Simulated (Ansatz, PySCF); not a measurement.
Gas-phase reaction in SMILES: OCl (HOCl) + H+ → [OH2+]Cl
Each molecule is optimised on its own at B3LYP-D3(BJ)/def2-TZVP (Ansatz, an electronic-structure program).
Geometry of the first species:
SMILES: OCl
```xyz
3

O      0.0220     1.1044    -0.0012
H     -0.9233     1.3146     0.0160
Cl     0.0439    -0.5970    -0.0004
```

Property: proton affinity (electronic energy difference), positive where the reaction releases energy, in kcal/mol. Correlated levels leave the core frozen unless marked. Spin-orbit coupling is left out. Non-relativistic. CBS(X,Y): correlation extrapolated as X^-3; Hartree-Fock from the larger set.

CCSD(T)/CBS(cc-pV(T+d)Z,cc-pV(Q+d)Z) (Ansatz) gives 158.9 kcal/mol.

Task: Another calculation gave 159.2 kcal/mol. Which level was it?
(A) HF/def2-TZVPD (PySCF)
(B) TPSSh/def2-TZVPD (PySCF)
(C) SVWN5/def2-TZVPD (Ansatz)

Result: B, TPSSh/def2-TZVPD (PySCF). The others give 152.9 (SVWN5), 162.4 (HF) kcal/mol.
